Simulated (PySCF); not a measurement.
**Calculated properties of `ClC(Cl)[C@H]1CO1`**

Species: C3H4Cl2O.
Cartesian coordinates in Å at the GFN2-xTB level; atoms count from 1:
```xyz
10
C3H4Cl2O angstrom
Cl    -1.803   -1.639   -0.159
C     -1.223    0.044   -0.097
Cl    -1.164    0.724   -1.732
C      0.129    0.058    0.582
C      1.387   -0.041   -0.160
O      0.945    1.165    0.396
H     -1.958    0.621    0.470
H      0.086   -0.332    1.598
H      2.246   -0.496    0.321
H      1.363   -0.100   -1.241
```

Structural features include: ether, epoxide and C–Cl bond.

From GFN2-xTB geometry:

```yaml
Point_group_of_the_GFN2-xTB_geometry: C1
Rotational_constants_A_B_C_of_the_GFN2-xTB_geometry: 3.114, 1.929, 1.352 GHz
```

PBE0/def2-SVPD ground state and vertical TDDFT (core frozen in the response) (PySCF):

```yaml
Dipole_moment: 1.42 D
HOMO_energy: -8.43 eV
LUMO_energy: -0.30 eV
HOMO–LUMO_gap: 8.13 eV
Lowest_singlet_excitation: 6.78 eV (183 nm, f = 0.005)
Strongest_line_among_the_6_lowest_singlet_transitions: S2 at 7.09 eV (175 nm, f = 0.021)
Lowest_triplet_excitation_Tamm–Dancoff: 6.26 eV
Static_isotropic_polarisability: 65.4 au
Electronic_spatial_extent_⟨r²⟩_about_the_centre_of_nuclear_charge: 850 bohr²
```

From PBE0/pcSseg-1 ground state and GIAO shieldings, non-relativistic (PySCF):

```yaml
Lowest_Hirshfeld_atomic_charge: -0.15 e on O6
Highest_Hirshfeld_atomic_charge: +0.06 e on H7/H9
13C_chemical_shifts_computed_TMS_as_zero_by_class: 86.2 (C2), 52.4 (C4), 40.6 (C5) ppm
1H_chemical_shifts_computed_TMS_as_zero_by_class: 6.27 (H7), 3.01 (H10), 2.99 (H8), 2.59 (H9) ppm
Isotropic_shieldings_of_nuclei_other_than_C_and_H_by_class: 301 (O6), 699 (Cl1), 744 (Cl3) ppm
Mayer_bond_orders_between_heavy_atoms: Cl1–C2 1.02, C2–Cl3 1.02, C2–C4 0.93, C4–C5 1.03, C5–O6 0.93, O6–C4 0.95
```

Monoisotopic mass from the formula: 125.9639 u.

The largest Löwdin shares of the HOMO are 0.49 on O6, 0.13 on Cl3, 0.10 on Cl1 and 0.07 on C5. The principal polarisabilities are 56.7, 66.8 and 72.8 au; their mean is the isotropic value. The rotational constants make it an asymmetric top with κ = (2B − A − C)/(A − C) = -0.34, nearer the prolate limit (−1). With B = h/(8π²I), that is 505.379 GHz u Å² over I, the principal moments of inertia are 162.3, 261.9 and 373.9 u Å² (most abundant isotopes).

Geometry: GFN2-xTB, one conformer, isolated molecule. The shieldings hold no spin–orbit term; for a carbon that bears several chlorines this term is known to matter.
